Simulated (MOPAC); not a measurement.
Input file for MOPAC: AM1 on H2O (SMILES O).

```
AM1 1SCF PRECISE CHARGE=0 THREADS=1
H2O

O      1.85803137 1     0.51852113 1    -0.25348871 1
H      1.04051437 1     0.02224913 1    -0.42664171 1
H      2.43993337 1     0.26002313 1    -0.96923471 1
```

Output:

```
*******************************************************************************
 **                                                                           **
 **                              MOPAC v23.2.5                                **
 **                                                                           **
 *******************************************************************************
 ** MOPAC's Digital Object Identifier: https://doi.org/10.5281/zenodo.6511958 **
 **                                                                           **
 ** Please cite the open-source release paper for use of this MOPAC version:  **
 ** J. E. Moussa and J. J. P. Stewart (2026)                                  **
 ** MOPAC: An open-source semiempirical molecular orbital program             **
 ** J. Open Source Softw., 11(119), 8025, https://doi.org/10.21105/joss.08025 **
 *******************************************************************************

                              AM1 CALCULATION RESULTS

 *******************************************************************************
 *  AM1        - The AM1 Hamiltonian to be used
 *
 *
 *
 *                 CHARGE ON SYSTEM = 0
 *
 *
 *
 *  PRECISE    - TIGHTER CRITERIA TO BE USED
 *  1SCF       - DO 1 SCF AND THEN STOP
 *  THREADS=1  - MULTI-THREADING NOT USED
 *  T=         - A TIME OF 172800.0 SECONDS REQUESTED
 *  DUMP=N     - RESTART FILE WRITTEN EVERY 7200.0 SECONDS REQUESTED
 *******************************************************************************
AM1 1SCF PRECISE CHARGE=0 THREADS=1
 H2O

   ATOM   CHEMICAL          X               Y               Z
  NUMBER   SYMBOL      (ANGSTROMS)     (ANGSTROMS)     (ANGSTROMS)

     1       O          1.85803137  *   0.51852113  *  -0.25348871  *
     2       H          1.04051437  *   0.02224913  *  -0.42664171  *
     3       H          2.43993337  *   0.26002313  *  -0.96923471  *



          CARTESIAN COORDINATES

    NO.       ATOM           X           Y           Z

     1         O          1.8580      0.5185     -0.2535
     2         H          1.0405      0.0222     -0.4266
     3         H          2.4399      0.2600     -0.9692

  H: (AM1): M.J.S. DEWAR ET AL, J. AM. CHEM. SOC. 107 3902-3909 (1985)
  O: (AM1): M.J.S. DEWAR ET AL, J. AM. CHEM. SOC. 107 3902-3909 (1985)

           Empirical Formula: H2 O  =     3 atoms



      MOLECULAR POINT GROUP   :   C2v


      RHF CALCULATION, NO. OF DOUBLY OCCUPIED LEVELS = 4


 -------------------------------------------------------------------------------
 AM1 1SCF PRECISE CHARGE=0 THREADS=1
 H2O



     1SCF WAS SPECIFIED, SO BFGS WAS NOT USED
     SCF FIELD WAS ACHIEVED


                              AM1 CALCULATION
                                                       MOPAC v23.2.5 Linux




          FINAL HEAT OF FORMATION =        -59.18621 KCAL/MOL =    -247.63511 KJ/MOL


          COSMO AREA              =         42.55 SQUARE ANGSTROMS
          COSMO VOLUME            =         25.31 CUBIC ANGSTROMS

          IONIZATION POTENTIAL    =         12.454305 EV
          HOMO LUMO ENERGIES (EV) =        -12.454  4.375
          NO. OF FILLED LEVELS    =          4
          MOLECULAR WEIGHT        =         18.0152         POINT GROUP:  C2v

          MOLECULAR DIMENSIONS (Angstroms)

            Atom       Atom       Distance
            H     3    H     2     1.51964
            H     2    O     1     0.59477
            O     1    H     2     0.00000


          SCF CALCULATIONS        =          1





   ATOM   CHEMICAL          X               Y               Z
  NUMBER   SYMBOL      (ANGSTROMS)     (ANGSTROMS)     (ANGSTROMS)

     1       O          1.85803137  *   0.51852113  *  -0.25348871  *
     2       H          1.04051437  *   0.02224913  *  -0.42664171  *
     3       H          2.43993337  *   0.26002313  *  -0.96923471  *

                             CARTESIAN COORDINATES

   1    O        1.858031370     0.518521130    -0.253488710
   2    H        1.040514370     0.022249130    -0.426641710
   3    H        2.439933370     0.260023130    -0.969234710


           Empirical Formula: H2 O  =     3 atoms



      MOLECULAR POINT GROUP   :   C2v


                  EIGENVALUES
 -36.35749 -18.17974 -14.92183 -12.45431   4.37450   6.17922


              NET ATOMIC CHARGES AND DIPOLE CONTRIBUTIONS

  ATOM NO.   TYPE          CHARGE      No. of ELECS.   s-Pop       p-Pop
    1          O          -0.384126        6.3841     1.86365     4.52048
    2          H           0.192953        0.8070     0.80705
    3          H           0.191173        0.8088     0.80883
 DIPOLE           X         Y         Z       TOTAL
 POINT-CHG.    -0.223    -0.697    -0.818     1.098
 HYBRID        -0.138    -0.482    -0.576     0.764
 SUM           -0.361    -1.180    -1.394     1.861


          ATOMIC ORBITAL ELECTRON POPULATIONS

     Atom    s        px        py        pz
    1  O   1.86365   1.28715   1.71425   1.51908
    2  H   0.80705
    3  H   0.80883

 **********************
 *                    *
 * JOB ENDED NORMALLY *
 *                    *
 **********************




 == MOPAC DONE ==
```

The run finished.

Cost: about 0.010 core-seconds (a rough figure).
